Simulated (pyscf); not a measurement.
## Four-centre exchange: SiH₄ + HC≡CH → HC≡C–SiH₃ + H₂

Gas phase, singlet surface, charge 0. Bonds broken: Si1–H2, C6–H8. Bonds formed: Si1–C6, H2–H8. Optimised with ωB97X-D3(BJ)/def2-SVP in PySCF.

Transition state (Å):

```xyz
9

Si     0.4570     0.3037    -0.4764
H      1.0844     0.8656     1.0234
H      1.8195     0.6961    -1.0160
H     -0.4608     1.2177    -1.2040
H      0.4415    -1.1712    -0.6494
C     -1.1795     0.0233     0.9570
C     -2.2177    -0.2209     1.5537
H      0.1830     0.5764     1.2027
H     -3.1390    -0.4413     2.0685
```

One imaginary mode, 1541i cm⁻¹; descent along it reached the two sides named.

| bond | change | reactant side (Å) | saddle | product side |
|---|---|---|---|---|
| Si1–H2 | breaks | 1.490 | 1.720 | 4.2 |
| C6–H8 | breaks | 1.092 | 1.491 | 3.0 |
| Si1–C6 | forms | 3.5 | 2.193 | 1.843 |
| H2–H8 | forms | 3.1 | 0.963 | 0.761 |

Electronic energies relative to the separated reactants (eV):

```csv
level,barrier,reaction energy,reverse barrier
ωB97X-D3(BJ)/def2-TZVP,2.98,-0.19,3.16
PBE/def2-TZVP,2.65,-0.16,2.81
r²SCAN/def2-TZVP,2.76,-0.20,2.96
B3LYP-D3(BJ)/def2-TZVP,2.94,-0.16,3.10
PBE0-D3(BJ)/def2-TZVP,2.78,-0.16,2.93
M06-2X/def2-TZVP,2.98,-0.19,3.17
ωB97M-D3(BJ)/def2-TZVP,2.99,-0.12,3.11
HF/def2-TZVP,3.82,+0.01,3.82
```

With ωB97M-D3(BJ)/def2-TZVP energies and thermal terms (ideal gas, 1 atm, RRHO with modes under 100 cm⁻¹ raised to 100, one conformer, R ln 2 for chiral ones without a mode under 150 cm⁻¹), in eV:

| T (K) | ΔH‡ | ΔG‡ | ΔH | ΔG |
|---|---|---|---|---|
| 298 | 2.91 | 3.23 | -0.23 | -0.21 |
| 600 | 2.92 | 3.56 | -0.18 | -0.21 |
| 900 | 2.94 | 3.87 | -0.16 | -0.23 |
| 1200 | 2.96 | 4.18 | -0.14 | -0.25 |

At the saddle there is also a short H–Si contact that neither side keeps. The same reactants have a lower exit, to H₂C=CH–SiH₃ (barrier +2.19 eV at ωB97M-D3(BJ)/def2-TZVP, against +2.99 eV here). This is the saddle that the search found; another between the same sides may lie lower.
